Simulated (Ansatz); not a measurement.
Consider the atomization: `O=C1CC=CS1` → 4 C• + 4 H• + O• + S•.

Gas-phase electronic energies from Ansatz, PBE0-D4/def2-TZVP geometries. CCSD(T)/CBS adds triple-zeta CCSD(T) − MP2 to the extrapolated MP2 energy (def2 sets, frozen cores). This one scheme is used for every species, atoms too. Functionals use def2-TZVPP. B3LYP here is the variant with VWN-RPA as its local correlation; programs differ in this. No spin–orbit coupling; open shells (•) take unrestricted orbitals. Spin–orbit coupling would lower the free atoms: a little for C, O, S.

`O=C1CC=CS1`:

Cartesian coordinates in Å:
```
O 1.776 0.966 1.577
C 1.071 0.379 0.812
C -0.324 0.787 0.372
C -0.839 -0.223 -0.586
C -0.003 -1.225 -0.841
S 1.530 -1.155 -0.001
H -0.258 1.792 -0.059
H -0.944 0.881 1.270
H -1.819 -0.144 -1.037
H -0.190 -2.057 -1.506
```

```
             level  ΔE (eV)  difference from CCSD(T)/CBS
            PBE-D4    48.34                         2.27
         r2SCAN-D4    46.69                         0.62
           PBE0-D4    46.96                         0.89
          B3LYP-D4    46.18                         0.11
           ωB97X-V    46.31                         0.24
           ωB97M-V    46.41                         0.34
            B2PLYP    45.75                        -0.32
               PBE    48.06                         1.99
            r2SCAN    46.63                         0.56
              PBE0    46.74                         0.67
             B3LYP    45.74                        -0.33
     HF/def2-TZVPP    32.42                       -13.65
    MP2/def2-TZVPP    46.27                         0.20
SCS-MP2/def2-TZVPP    45.53                        -0.54
   CCSD/def2-TZVPP    43.75                        -2.32
CCSD(T)/def2-TZVPP    44.80                        -1.27
     HF/def2-QZVPP    32.47                       -13.60
    MP2/def2-QZVPP    47.02                         0.95
SCS-MP2/def2-QZVPP    46.36                         0.29
      HF/CBS(def2)    32.48                       -13.59
     MP2/CBS(def2)    47.54                         1.47
    CCSD/CBS(def2)    45.02                        -1.05
       CCSD(T)/CBS    46.07                            0
```

Largest T1 diagnostic among the species: 0.016.

The D4 term adds +0.44 eV with B3LYP and +0.23 eV with PBE0; it sums over pairs of atoms, weighted by their polarisabilities, and B3LYP, whose exchange is more repulsive, gets the larger term. In def2-TZVPP, CCSD(T) changes the Hartree–Fock value by +12.38 eV (the triples alone add +1.05 eV) and MP2 by +13.85 eV; breaking electron pairs costs correlation energy, which Hartree–Fock lacks.

For atomizations the MP2-based limit and the directly extrapolated one differ by several kJ/mol either way, and by 10 to 25 for some Ge, Se and Sn compounds, so smaller differences from it don't rank the levels.
